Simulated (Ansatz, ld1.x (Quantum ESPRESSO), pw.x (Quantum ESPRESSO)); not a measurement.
From atom to crystal: PAW potential for Te

```
Element                 : tellurium (Te)
Generator               : ld1.x (Quantum ESPRESSO) 7.5
Type                    : PAW
Functional              : PBEsol
Relativity              : scalar-relativistic
Frozen core             : [Kr] 4d10
Valence charge          : 6
Reference configuration : 5s1.5 5p4.5
Partial waves           : 5s (bound): rcut 1.90, rcutus 2.20 bohr; 5s channel at 2.2 Ry: rcut 1.90, rcutus 2.20 bohr; 5p (bound): rcut 2.20, rcutus 2.45 bohr; 5p channel at 1 Ry: rcut 2.20, rcutus 2.45 bohr; 5d channel at -0.05 Ry: rcut 2.30, rcutus 2.80 bohr; 5d channel at 0.75 Ry: rcut 2.30, rcutus 2.80 bohr
Local potential         : all-electron potential smoothed inside 2.35 bohr (lloc = -1)
Core correction         : Bessel-smoothed model core inside 1.15 bohr
Augmentation charge     : PSQ, inside the norm-conserving radii
```

Crystal test: bcc Te in pw.x 7.5, no spin, 12³ k-points, Fermi–Dirac smearing 0.01 Ry, cutoffs 40/320 Ry. The reference is all-electron LAPW (Ansatz 0.2.0) with the same functional, mesh and smearing; V0 and B0 come from Birch–Murnaghan fits to the pressures at five volumes. Errors are pseudo minus all-electron; Δ is the rms difference of the E(V) curves that follow from these fits, minima aligned, over ±6 % about the mean V0. Mesh and smearing are coarse, so the numbers serve the comparison and aren't converged zero-temperature values; the lattice is a test structure that the element need not adopt.

All-electron: a0 = 3.776 Å (V0 = 26.93 Å³/atom), B0 = 64.5 GPa.

How far does the potential miss the all-electron equation of state?

mean pressure error (GPa): +0.64; a0 (Å): 3.788; a0 error (%): +0.31; B0 error (%): +0.3; Δ (meV/atom): 3.6.

```tsv
V (Å³/atom)	P all-electron (GPa)	P pseudo (GPa)
25.579	3.77	4.59
26.252	1.75	2.46
26.925	0.01	0.63
27.598	-1.49	-0.94
28.271	-2.78	-2.30
```

At the middle volume, how do free energy and pressure move when the wave cutoff is lowered (ecutrho held at 320 Ry)?

```json
{"cutoff (Ry)": "18", "shift of F (meV/atom)": "+3.0", "shift of P (GPa)": "+0.01"}
{"cutoff (Ry)": "24", "shift of F (meV/atom)": "+1.6", "shift of P (GPa)": "-0.02"}
{"cutoff (Ry)": "32", "shift of F (meV/atom)": "+0.3", "shift of P (GPa)": "+0.01"}
```

Input at the middle volume:

```
&control
  calculation='scf', prefix='x', pseudo_dir='./', outdir='./tmp', tstress=.true., disk_io='none'
/
&system
  ibrav=0, nat=1, ntyp=1, ecutwfc=40, ecutrho=320, nbnd=10,
  occupations='smearing', smearing='fd', degauss=0.01
/
&electrons
  conv_thr=1e-09, mixing_beta=0.4, electron_maxstep=70
/
ATOMIC_SPECIES
Te 1.0 Te.UPF
CELL_PARAMETERS angstrom
  -1.88813006 1.88813006 1.88813006
  1.88813006 -1.88813006 1.88813006
  1.88813006 1.88813006 -1.88813006
ATOMIC_POSITIONS crystal
Te 0.0000 0.0000 0.0000
K_POINTS automatic
12 12 12 0 0 0
```

```bash
pw.x < Te.scf.in > Te.scf.out
```

Lines of the output:

```
Message from routine setup:
     using ibrav=0 with symmetry is DISCOURAGED, use correct ibrav instead
     lattice parameter (alat)  =       6.1800  a.u.
     unit-cell volume          =     181.6989 (a.u.)^3
     number of electrons       =         6.00
     number of Kohn-Sham states=           10
     kinetic-energy cutoff     =      40.0000  Ry
     charge density cutoff     =     320.0000  Ry
     scf convergence threshold =      1.0E-09
     Exchange-correlation= SLA  PW   PSX  PSC
     number of k points=    72  Fermi-Dirac smearing, width (Ry)=  0.0100
     iteration #  1     ecut=    40.00 Ry     beta= 0.40
     total energy              =    -356.78148073 Ry
     estimated scf accuracy    <       0.00105962 Ry
     iteration #  2     ecut=    40.00 Ry     beta= 0.40
     total energy              =    -356.78153388 Ry
     estimated scf accuracy    <       0.00032416 Ry
     iteration #  3     ecut=    40.00 Ry     beta= 0.40
     total energy              =    -356.78156736 Ry
     estimated scf accuracy    <       0.00001307 Ry
     iteration #  4     ecut=    40.00 Ry     beta= 0.40
     total energy              =    -356.78156830 Ry
     estimated scf accuracy    <       0.00000007 Ry
     iteration #  5     ecut=    40.00 Ry     beta= 0.40
     total energy              =    -356.78156831 Ry
     estimated scf accuracy    <       0.00000001 Ry
     iteration #  6     ecut=    40.00 Ry     beta= 0.40
     the Fermi energy is     8.6918 ev
!    total energy              =    -356.78156831 Ry
     estimated scf accuracy    <          9.8E-11 Ry
     smearing contrib. (-TS)   =      -0.00291967 Ry
     The total energy is F=E-TS. E is the sum of the following terms:
     one-electron contribution =       6.66083796 Ry
     hartree contribution      =       0.40308645 Ry
     xc contribution           =     -64.34180551 Ry
     ewald contribution        =     -18.35911098 Ry
     one-center paw contrib.   =    -281.14165656 Ry
     convergence has been achieved in   6 iterations
          total   stress  (Ry/bohr**3)                   (kbar)     P=        6.32
     Message from routine punch:
     Nothing written, as per user request (disk_io='none')
```

The run at the middle volume (72 k-points, 6 iterations) took about 8.9 s on one core of a shared host (Neoverse-V1, 32 threads, 247 GiB, load 25).
